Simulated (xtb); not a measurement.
xtb input:

```bash
xtb mol.xyz --gfn 2 --sp --chrg 1 --uhf 0
```
mol.xyz:
```
7

C     -0.02532157     0.79659948     0.00616620
O     -0.00968659    -0.72153609     0.05677689
H     -1.07603513     1.05857315     0.06196596
H      0.88071834    -1.11904627     0.10703011
H      0.51569145     1.10272426     0.89461166
H      0.44963847     1.10891103    -0.91835118
H     -0.54059096    -1.15847037    -0.63646886
```

Question: Which total energy does the run end on?

Answer: -8.25394 Eh (GFN2-xTB).

It need not be the lowest isomer of its formula.
